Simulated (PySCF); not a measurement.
The dipole of `C[SiH2]C` (dimethylsilane) from its density and from atomic charges.

Coordinates (GFN2-xTB, Å) and charges (e) from the PBE0/pcSseg-1 density (PySCF):

| atom | x | y | z | Mulliken | IAO | Hirshfeld | ESP-fitted |
| --- | --- | --- | --- | --- | --- | --- | --- |
| C1 | -1.540 | -0.369 | -0.036 | -0.6253 | -0.7183 | -0.2138 | -0.6419 |
| Si2 | -0.011 | 0.748 | -0.177 | +0.6201 | +0.7803 | +0.3532 | +0.7866 |
| C3 | 1.549 | -0.273 | 0.181 | -0.6254 | -0.7183 | -0.2140 | -0.6444 |
| H4 | -2.451 | 0.181 | -0.255 | +0.1379 | +0.1559 | +0.0414 | +0.1386 |
| H5 | -1.486 | -1.203 | -0.731 | +0.1353 | +0.1534 | +0.0413 | +0.1517 |
| H6 | -1.640 | -0.781 | 0.964 | +0.1356 | +0.1536 | +0.0415 | +0.1523 |
| H7 | 0.072 | 1.307 | -1.534 | -0.0934 | -0.1346 | -0.0867 | -0.1939 |
| H8 | -0.113 | 1.847 | 0.793 | -0.0935 | -0.1346 | -0.0868 | -0.1929 |
| H9 | 1.514 | -0.718 | 1.172 | +0.1352 | +0.1533 | +0.0413 | +0.1521 |
| H10 | 2.439 | 0.346 | 0.132 | +0.1378 | +0.1559 | +0.0412 | +0.1389 |
| H11 | 1.672 | -1.081 | -0.535 | +0.1356 | +0.1534 | +0.0414 | +0.1530 |

Q: Form Σ q r in debye for every column and set it beside the full dipole.

A: The full density gives (0.00, -0.54, 0.13) D, 0.56 D in size; dipole vectors point from the negative to the positive end.

```
    scheme     μx     μy     μz  size (D)  share of the full size (%)  angle to the full dipole (°)
  Mulliken  -0.01   0.63  -0.15      0.65                         115                           179
       IAO  -0.01   0.59  -0.14      0.60                         108                           179
 Hirshfeld  -0.01  -0.03   0.01      0.03                           6                             –
ESP-fitted   0.00  -0.54   0.13      0.55                          98                             1
```

Q: Which set comes closest?

A: Length of the difference vector: ESP-fitted 0.01 D, Hirshfeld 0.53 D, IAO 1.16 D, Mulliken 1.20 D. Closest: ESP-fitted. The schemes that divide the density aren't constrained to reproduce the dipole.

Q: What is left for the Hirshfeld atoms' own dipoles?

A: The Hirshfeld atoms' densities add up to the full density, so μ = Σ q r + Σ (atomic dipoles). The atomic dipoles sum to (0.00, -0.54, 0.13) − (-0.01, -0.03, 0.01) = (0.01, -0.51, 0.12) D, 0.53 D in size.

Q: With the origin at the mean of the coordinates, (0.000, 0.000, -0.002) Å, which are the largest single terms, by size, of the ESP-fitted dipole along the direction of the full one?

A: Si2 -2.90, H7 +1.51, H8 +1.50, C1 -1.07, C3 -0.97 D; all 11 atoms together +0.55 D. The single terms depend on the origin, their sum doesn't.

Q: Give the size of the full dipole in other units.

A: 0.56 D = 0.220 au = 0.116 e·Å = 1.87 × 10⁻³⁰ C·m.

Isolated species at its GFN2-xTB geometry, gas phase.
